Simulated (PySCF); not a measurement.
**SCS-MP2/def2-TZVPP run of CHFO (formyl fluoride)**

Aim: the vertical singlet–triplet gap of CHFO (formyl fluoride) at SCS-MP2/def2-TZVPP, from 2 runs. Input form: a Python script.

The results are computed with PySCF 2.14.0.

2 further runs of the same task are left out: 2 set aside as unsound or not needed.

## 1. The structure to begin with

CHFO has 4 atoms, charge 0, and is taken as a singlet. SMILES: `O=CF`. Geometry: relaxed at GFN2-xTB.

Bond lengths: O1–C2 1.171 Å, C2–F3 1.341 Å, C2–H4 1.098 Å. Angles: O1–C2–F3 122.3°, O1–C2–H4 129.0°, F3–C2–H4 108.7°.

## 2. A single-point energy at SCS-MP2/def2-TZVPP

start.xyz reads:

```xyz
4
CHFO
O     -0.889680     0.196020     0.829980
C     -0.049740     0.073340     0.022930
F      0.584370    -1.090860    -0.181350
H      0.355050     0.821510    -0.671560
```

run.py reads:

```python
from pyscf import gto, scf, mp

mol = gto.M(
    atom='start.xyz',
    spin=0,
    basis='def2-tzvpp',
    verbose=4,
    charge=0,
    max_memory=1860,
)

hf = scf.RHF(mol)
hf.conv_tol = 1e-10
hf.kernel()
if not hf.converged:
    hf = hf.newton().run(hf.mo_coeff, hf.mo_occ)

pt = mp.MP2(hf, frozen=3).run()
etot = hf.e_tot + 1.2 * pt.e_corr_os + pt.e_corr_ss / 3
print('E = %.10f Eh' % etot)
```

The run is started by

```sh
$ OMP_NUM_THREADS=1 python run.py
```

The program printed:

```text
PySCF version 2.14.0

[INPUT] num. atoms = 4
[INPUT] num. electrons = 24
[INPUT] charge = 0
[INPUT] spin (= nelec alpha-beta = 2S) = 0
[INPUT] symmetry False subgroup None
[INPUT] Mole.unit = angstrom
[INPUT] Symbol           X                Y                Z      unit          X                Y                Z       unit  Magmom
[INPUT]  1 O     -0.889680000000   0.196020000000   0.829980000000 AA   -1.681251538503   0.370424114937   1.568434888867 Bohr   0.0
[INPUT]  2 C     -0.049740000000   0.073340000000   0.022930000000 AA   -0.093994977436   0.138592513976   0.043331420036 Bohr   0.0
[INPUT]  3 F      0.584370000000  -1.090860000000  -0.181350000000 AA    1.104299255412  -2.061426640243  -0.342701832690 Bohr   0.0
[INPUT]  4 H      0.355050000000   0.821510000000  -0.671560000000 AA    0.670947260527   1.552428908591  -1.269064476213 Bohr   0.0

nuclear repulsion = 67.6421796964721
number of shells = 39
number of NR pGTOs = 154
number of NR cGTOs = 107
basis = def2-tzvpp
ecp = {}

******** <class 'pyscf.scf.hf.RHF'> ********
method = RHF
initial guess = minao
damping factor = 0
level_shift factor = 0
DIIS = <class 'pyscf.scf.diis.CDIIS'>
diis_start_cycle = 1
diis_space = 8
diis_damp = 0
SCF conv_tol = 1e-10
SCF conv_tol_grad = None
SCF max_cycles = 50
direct_scf = True
direct_scf_tol = 1e-13
Set gradient conv threshold to 1e-05
Initial guess from minao.
init E= -213.21872671116
  HOMO = -0.421742297937829  LUMO = 0.0401994265144161  gap/eV = 12.57007
cycle= 1 E= -212.709299216981  delta_E= 0.509  |g|= 0.809  |ddm|= 1.52
  HOMO = -0.451388079434658  LUMO = 0.0688174439307723  gap/eV = 14.15551
cycle= 2 E= -212.781300778162  delta_E= -0.072  |g|= 0.614  |ddm|= 0.673
  HOMO = -0.521492844102919  LUMO = 0.109140961708636  gap/eV = 17.16042
cycle= 3 E= -212.842238876528  delta_E= -0.0609  |g|= 0.0602  |ddm|= 0.265
  HOMO = -0.505058003162368  LUMO = 0.127988882974051  gap/eV = 17.22608
cycle= 4 E= -212.843405491218  delta_E= -0.00117  |g|= 0.0309  |ddm|= 0.052
  HOMO = -0.51106116217127  LUMO = 0.128097819083131  gap/eV = 17.39240
cycle= 5 E= -212.843722079601  delta_E= -0.000317  |g|= 0.0105  |ddm|= 0.0264
  HOMO = -0.51302309908132  LUMO = 0.1275139072856  gap/eV = 17.42990
cycle= 6 E= -212.843792864599  delta_E= -7.08e-05  |g|= 0.00511  |ddm|= 0.0123
  HOMO = -0.513714516563624  LUMO = 0.127975263334381  gap/eV = 17.46127
cycle= 7 E= -212.843812323854  delta_E= -1.95e-05  |g|= 0.00131  |ddm|= 0.00844
  HOMO = -0.51407718119599  LUMO = 0.128089742583747  gap/eV = 17.47425
cycle= 8 E= -212.843813334289  delta_E= -1.01e-06  |g|= 0.000231  |ddm|= 0.00202
  HOMO = -0.514099871741394  LUMO = 0.128095992647939  gap/eV = 17.47504
cycle= 9 E= -212.843813363403  delta_E= -2.91e-08  |g|= 5.32e-05  |ddm|= 0.000349
  HOMO = -0.514107538700525  LUMO = 0.128094033778602  gap/eV = 17.47519
cycle= 10 E= -212.843813365124  delta_E= -1.72e-09  |g|= 1.19e-05  |ddm|= 8.96e-05
  HOMO = -0.514109652231525  LUMO = 0.128094296990156  gap/eV = 17.47526
cycle= 11 E= -212.8438133652  delta_E= -7.63e-11  |g|= 3.39e-06  |ddm|= 1.85e-05
  HOMO = -0.51410934519933  LUMO = 0.128094187555664  gap/eV = 17.47525
Extra cycle  E= -212.843813365203  delta_E= -2.5e-12  |g|= 1.94e-06  |ddm|= 2.96e-06
converged SCF energy = -212.843813365203

******** <class 'pyscf.mp.mp2.RMP2'> ********
nocc = 9, nmo = 104
frozen orbitals 3
E(RMP2) = -213.477941547575  E_corr = -0.634128182371703
E(SCS-RMP2) = -213.462418081759  E_corr = -0.618604716556
E_corr(same-spin) = -0.164248964180819
E_corr(oppo-spin) = -0.469879218190884
E = -213.4624180818 Eh
```

Run time: 3.3 s. Hardware: 1 thread of Arm Neoverse V1, shared host; peak memory 0.28 GiB.

## 3. The triplet, same level

job.py reads:

```python
from pyscf import gto, mp

mol = gto.Mole()
mol.atom = '''
O     -1.681252     0.370424     1.568435
C     -0.093995     0.138593     0.043331
F      1.104299    -2.061427    -0.342702
H      0.670947     1.552429    -1.269064
'''
mol.max_memory = 1860
mol.verbose = 4
mol.unit = 'bohr'
mol.spin = 2
mol.basis = 'def2-tzvpp'
mol.build()

hf = mol.UHF()
hf.conv_tol = 1e-10
hf.kernel()
if not hf.converged:
    hf = hf.newton().run(hf.mo_coeff, hf.mo_occ)

pt = mp.MP2(hf, frozen=3).run()
energy = hf.e_tot + 1.2 * pt.e_corr_os + pt.e_corr_ss / 3
print('Final energy', energy)
```

The run is started by

```sh
$ OMP_NUM_THREADS=1 python job.py
```

The program printed:

```text
PySCF version 2.14.0

[INPUT] num. atoms = 4
[INPUT] num. electrons = 24
[INPUT] charge = 0
[INPUT] spin (= nelec alpha-beta = 2S) = 2
[INPUT] symmetry False subgroup None
[INPUT] Mole.unit = bohr
[INPUT] Symbol           X                Y                Z      unit          X                Y                Z       unit  Magmom
[INPUT]  1 O     -0.889680244214   0.196019939178   0.829980058809 AA   -1.681252000000   0.370424000000   1.568435000000 Bohr   0.0
[INPUT]  2 C     -0.049740011940   0.073340257193   0.022929777726 AA   -0.093995000000   0.138593000000   0.043331000000 Bohr   0.0
[INPUT]  3 F      0.584369864842  -1.090860190375  -0.181350088537 AA    1.104299000000  -2.061427000000  -0.342702000000 Bohr   0.0
[INPUT]  4 H      0.355049862135   0.821510048371  -0.671559747999 AA    0.670947000000   1.552429000000  -1.269064000000 Bohr   0.0

nuclear repulsion = 67.6421681777879
number of shells = 39
number of NR pGTOs = 154
number of NR cGTOs = 107
basis = def2-tzvpp
ecp = {}

******** <class 'pyscf.scf.uhf.UHF'> ********
method = UHF
initial guess = minao
damping factor = 0
level_shift factor = 0
DIIS = <class 'pyscf.scf.diis.CDIIS'>
diis_start_cycle = 1
diis_space = 8
diis_damp = 0
SCF conv_tol = 1e-10
SCF conv_tol_grad = None
SCF max_cycles = 50
direct_scf = True
direct_scf_tol = 1e-13
number electrons alpha = 13  beta = 11
Set gradient conv threshold to 1e-05
init E= -213.218725464264
[... the frontier-level lines of each cycle are left out ...]


cycle= 1 E= -212.533005710428  delta_E= 0.686  |g|= 0.448  |ddm|= 1.41
cycle= 2 E= -212.628693982424  delta_E= -0.0957  |g|= 0.28  |ddm|= 0.476
cycle= 3 E= -212.661190788464  delta_E= -0.0325  |g|= 0.0811  |ddm|= 0.132
cycle= 4 E= -212.673287323338  delta_E= -0.0121  |g|= 0.0448  |ddm|= 0.105
cycle= 5 E= -212.677824089525  delta_E= -0.00454  |g|= 0.025  |ddm|= 0.068
cycle= 6 E= -212.6794889514  delta_E= -0.00166  |g|= 0.0137  |ddm|= 0.0435
cycle= 7 E= -212.680055536451  delta_E= -0.000567  |g|= 0.00713  |ddm|= 0.0298
cycle= 8 E= -212.680214687773  delta_E= -0.000159  |g|= 0.00433  |ddm|= 0.0153
cycle= 9 E= -212.680263723328  delta_E= -4.9e-05  |g|= 0.00262  |ddm|= 0.00707
cycle= 10 E= -212.680288002536  delta_E= -2.43e-05  |g|= 0.00119  |ddm|= 0.00671
cycle= 11 E= -212.680292634216  delta_E= -4.63e-06  |g|= 0.000442  |ddm|= 0.00324
cycle= 12 E= -212.680293087225  delta_E= -4.53e-07  |g|= 0.000175  |ddm|= 0.000903
cycle= 13 E= -212.680293156442  delta_E= -6.92e-08  |g|= 5.93e-05  |ddm|= 0.000425
cycle= 14 E= -212.680293161707  delta_E= -5.27e-09  |g|= 2.45e-05  |ddm|= 9.49e-05
cycle= 15 E= -212.680293162429  delta_E= -7.22e-10  |g|= 1.15e-05  |ddm|= 3.18e-05
cycle= 16 E= -212.680293162616  delta_E= -1.87e-10  |g|= 4.72e-06  |ddm|= 1.62e-05
cycle= 17 E= -212.68029316265  delta_E= -3.35e-11  |g|= 2e-06  |ddm|= 8.33e-06
Extra cycle  E= -212.680293162655  delta_E= -4.77e-12  |g|= 1.35e-06  |ddm|= 1.94e-06
converged SCF energy = -212.680293162655  <S^2> = 2.0187022  2S+1 = 3.0124424

******** <class 'pyscf.mp.ump2.UMP2'> ********
nocc = (np.int64(10), np.int64(8)), nmo = (104, 104)
frozen orbitals 3
E(UMP2) = -213.250904444199  E_corr = -0.570611281544655
E(SCS-UMP2) = -213.237563833192  E_corr = -0.557270670537114
E_corr(same-spin) = -0.147072539211315
E_corr(oppo-spin) = -0.42353874233334
Final energy -213.23756383319179
```

It took 6.3 s on 1 thread of Arm Neoverse V1, shared host; peak memory 0.3 GiB.

## 4. Results

At SCS-MP2/def2-TZVPP, 3 core orbitals frozen:

| quantity | value |
| --- | --- |
| singlet: total energy | -213.46242 Eh |
| singlet: dipole moment (Hartree–Fock density) | 2.46 D |
| singlet: HOMO energy (Hartree–Fock orbitals) | -13.99 eV |
| singlet: LUMO energy (Hartree–Fock orbitals) | 3.49 eV |
| singlet: HOMO–LUMO gap (Hartree–Fock orbitals) | 17.48 eV |
| singlet: correlation energy (3 core orbitals frozen) | -618.6 mEh |
| triplet: total energy | -213.23756 Eh |
| triplet: dipole moment (Hartree–Fock density) | 1.35 D |
| triplet: HOMO energy (Hartree–Fock orbitals) (highest over α and β) | -8.15 eV |
| triplet: LUMO energy (Hartree–Fock orbitals) (lowest over α and β) | 0.16 eV |
| triplet: correlation energy (3 core orbitals frozen) | -557.3 mEh |
| triplet: ⟨S²⟩ of the reference determinant | 2.019 |
| vertical energy of the triplet above the singlet | 6.119 eV |

At this shape the triplet lies 6.12 eV (141 kcal/mol) above the singlet.
